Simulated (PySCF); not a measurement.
Species: H₆SSi₂.
SMILES with atom numbers: `[SiH3:1][S:2][SiH3:3]` (hydrogens: H4, H5, H6 on Si1; H7, H8, H9 on Si3)

Cartesian coordinates in Å at the PBE0-D3(BJ)/def2-SVP level; atoms count from 1:
```xyz
9
H6SSi2 angstrom
Si     1.371    0.570    0.299
S     -0.094    0.616   -1.273
Si    -1.658   -0.527   -0.342
H      1.797   -0.830    0.598
H      2.530    1.362   -0.199
H      0.830    1.182    1.550
H     -1.218   -1.931   -0.083
H     -2.798   -0.519   -1.300
H     -2.071    0.090    0.954
```

The calculation used EOM-IP-CCSD/aug-cc-pVDZ in PySCF, restricted Hartree–Fock reference, 15 core orbitals frozen, non-relativistic, gas phase, PBE0-D3(BJ)/def2-SVP geometry.

Hartree–Fock orbital energies give these Koopmans values (eV): HOMO 10.19, HOMO-1 11.71, HOMO-2 12.46, HOMO-3 13.25, HOMO-4 13.84, HOMO-5 14.09, HOMO-6 14.12, HOMO-7 18.94.

Q: What vertical ionisation energies does EOM-IP-CCSD give?

A: 
```json
{"leading hole (HF orbital)": "HOMO", "Koopmans (eV)": "10.19", "EOM-IP-CCSD (eV)": "9.50", "change (eV)": "-0.69", "one-hole share": "0.95"}
{"leading hole (HF orbital)": "HOMO-1", "Koopmans (eV)": "11.71", "EOM-IP-CCSD (eV)": "11.01", "change (eV)": "-0.70", "one-hole share": "0.95"}
{"leading hole (HF orbital)": "HOMO-2", "Koopmans (eV)": "12.46", "EOM-IP-CCSD (eV)": "11.75", "change (eV)": "-0.71", "one-hole share": "0.95"}
{"leading hole (HF orbital)": "HOMO-3", "Koopmans (eV)": "13.25", "EOM-IP-CCSD (eV)": "12.47", "change (eV)": "-0.78", "one-hole share": "0.94"}
{"leading hole (HF orbital)": "HOMO-4", "Koopmans (eV)": "13.84", "EOM-IP-CCSD (eV)": "13.00", "change (eV)": "-0.84", "one-hole share": "0.94"}
{"leading hole (HF orbital)": "HOMO-5", "Koopmans (eV)": "14.09", "EOM-IP-CCSD (eV)": "13.20", "change (eV)": "-0.89", "one-hole share": "0.93"}
{"leading hole (HF orbital)": "HOMO-6", "Koopmans (eV)": "14.12", "EOM-IP-CCSD (eV)": "13.29", "change (eV)": "-0.83", "one-hole share": "0.94"}
{"leading hole (HF orbital)": "HOMO-7", "Koopmans (eV)": "18.94", "EOM-IP-CCSD (eV)": "17.19", "change (eV)": "-1.75", "one-hole share": "0.86"}
```

Q: Does the order of the lines follow the orbital energies?

A: Yes, no two lines change places. The corrections run from -1.75 to -0.69 eV, with a mean of -0.90 eV over the 8 lines; no line lies above its Koopmans value. Koopmans values leave out both the relaxation of the orbitals and the change in correlation energy.

Q: At what kinetic energies would He I light (21.22 eV) eject these electrons?

A: 11.72 eV (HOMO), 10.21 eV (HOMO-1), 9.47 eV (HOMO-2), 8.75 eV (HOMO-3), 8.22 eV (HOMO-4), 8.02 eV (HOMO-5), 7.93 eV (HOMO-6), 4.03 eV (HOMO-7).

Q: What total energy has the lowest final state, and which wavelength reaches it?

A: E(CCSD) + ionisation energy = -979.35216 + 0.34901 = -979.00315 Eh, at the geometry of the initial state. The threshold wavelength is 1239.84 eV nm/9.50 eV = 130.5 nm.

Lines less than 0.15 eV apart could change places at a higher level. One root was sought for each valence orbital with −ε under 21 eV, eight at most, so deeper holes and satellites are missing; no vibrational structure.
